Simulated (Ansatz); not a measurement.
Gas-phase electronic energies from Ansatz, PBE0-D4/def2-TZVP geometries. CBS: MP2 limit from def2 TZ/QZ plus the TZ coupled-cluster correction, frozen cores. DFT in def2-TZVPP. One conformer a species, not always the lowest.

Reaction (isomerisation): `C=COC(=C)N` → `C#CCNCO`

`C=COC(=C)N`:

```xyz
13

C     2.032    0.393   -1.534
C     0.848    0.442   -0.948
O     0.375   -0.607   -0.213
C    -0.717   -0.388    0.578
C    -1.733   -1.248    0.555
N    -0.623    0.770    1.330
H     2.683   -0.466   -1.428
H     2.356    1.221   -2.148
H     0.174    1.288   -1.027
H    -2.546   -1.164    1.262
H    -1.748   -2.044   -0.173
H    -1.381    0.896    1.981
H     0.280    0.905    1.764
```

`C#CCNCO`:

```xyz
13

C    -0.365    1.330    2.320
C    -0.527    1.178    1.140
C    -0.674    0.966   -0.302
N     0.337    0.120   -0.907
C     0.357   -1.235   -0.407
O     1.183   -2.030   -1.206
H    -0.229    1.469    3.366
H    -1.657    0.525   -0.499
H    -0.666    1.935   -0.808
H     1.254    0.535   -0.790
H     0.751   -1.328    0.613
H    -0.684   -1.592   -0.400
H     0.920   -1.872   -2.119
```

Is it downhill or uphill in electronic energy at CCSD(T)/CBS, and by how much? (Best estimate.)

Computed: Uphill: ΔE = +0.74 eV.

What do these levels give: B2PLYP, r2SCAN, PBE0, CCSD(T)/def2-TZVPP, HF/def2-QZVPP, SCS-MP2/def2-QZVPP? (An estimate is asked.)

Computed: B2PLYP 0.84, r2SCAN 1.04, PBE0 0.96, CCSD(T)/def2-TZVPP 0.75, HF/def2-QZVPP 0.79, SCS-MP2/def2-QZVPP 0.63 eV.

Largest T1 diagnostic among the species: 0.013.

In def2-TZVPP, CCSD(T) changes the Hartree–Fock value by −0.04 eV (the triples alone add +0.03 eV) and MP2 by −0.15 eV. From PBE to PBE0 (25 % exact exchange), in def2-TZVPP and without D4, ΔE moves by −0.06 eV.
